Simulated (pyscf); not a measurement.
`[CH2]=[CH][C]#[N]` + `[H][H]` -> `[CH3][CH]=[C]=[NH]`, an addition across a multiple bond or ene-type step (singlet surface; H–H broken, C–H, H–N formed). Structures and frequencies: ωB97X-D3(BJ)/def2-SVP in PySCF. Energies in kJ/mol from the separated reactants.

Small-basis levels: PySCF, no dispersion term, spherical d functions. 

In single points HF/STO-3G puts the saddle at 387.9 kJ/mol and the reaction energy at -54.9 kJ/mol. Should these be trusted to within a few kcal/mol? Compare with ωB97M-D3(BJ)/def2-TZVP.

ωB97M-D3(BJ)/def2-TZVP gives ΔE‡ = 233.8 kJ/mol and ΔE = -60.0 kJ/mol. HF/STO-3G lies 154.1 kJ/mol over it in the barrier and 5.1 kJ/mol over it in the reaction energy, so on this step it does not hold to within 12.6 kJ/mol. ωB97M-D3(BJ)/def2-TZVP has limits of its own. H₃C–CH=C=NH lies 107.5 kJ/mol over its isomer H₃C–CH₂–C≡N (electronic energy, ωB97M-D3(BJ)/def2-TZVP). One saddle was located; it need not be the lowest between these sides.
